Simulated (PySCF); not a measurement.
Electronic absorption of formyl fluoride

Species: formyl fluoride, CHFO.
InChI=1S/CHFO/c2-1-3/h1H

Level of theory: TDDFT B3LYP/def2-SVPD, vertical, gas phase, core orbitals frozen in the response (PySCF 2.14.0, density-fitted response routines). Geometry: PBE0-D3(BJ)/def2-SVP; no solvent, vibrations or thermal averaging.

```tsv
state	E (eV)	λ (nm)	ν̃ (cm⁻¹)	f	symmetry	main configurations (H = HOMO, L = LUMO)
S1	5.94	208.6	47940	0.0018	–	H→L (100%)
S2	8.69	142.7	70080	0.0001	–	H-2→L (100%)
S3	8.87	139.8	71530	0.0076	A′	H→L+1 (86%), H-1→L (12%)
S4	9.27	133.7	74790	0.126	A′	H-1→L (52%), H→L+2 (27%), H→L+1 (10%)
S5	9.87	125.6	79590	0.122	A′	H→L+2 (69%), H-1→L (17%), H→L+3 (11%)
S6	10.64	116.5	85840	0.0066	A″	H-1→L+1 (99%)
```

The lowest singlet comes at 209 nm (573 kJ/mol) in the ultraviolet; it is very weak; its leading configuration is HOMO→LUMO (100%). The most intense listed level is S4 at 9.27 eV (134 nm, f = 0.126), 3.33 eV above S1. S1 has the pattern of n→π* at C=O. The oscillator strengths of these states sum to 0.263; summed over the whole spectrum of an exact calculation they would give the number of electrons, 24 (Thomas–Reiche–Kuhn). Of the 6 states listed, 2 reach f = 0.01 and 1 stays under 0.0005. The listed states span 4.70 eV, and the widest gap between neighbours is 2.75 eV (S1 to S2). Symmetry labels in Cs follow from the direction of the transition dipole and are given only for states with f of 0.002 or more. Only the lowest 6 singlets were computed, as vertical energies without vibronic structure.

Hardware: an Arm Neoverse V2 with one thread, shared host with 96 logical CPUs at a one-minute load of 35. Cost: 2.2 s wall (with the writing of density and orbital grids), 0.33 GiB resident at most.
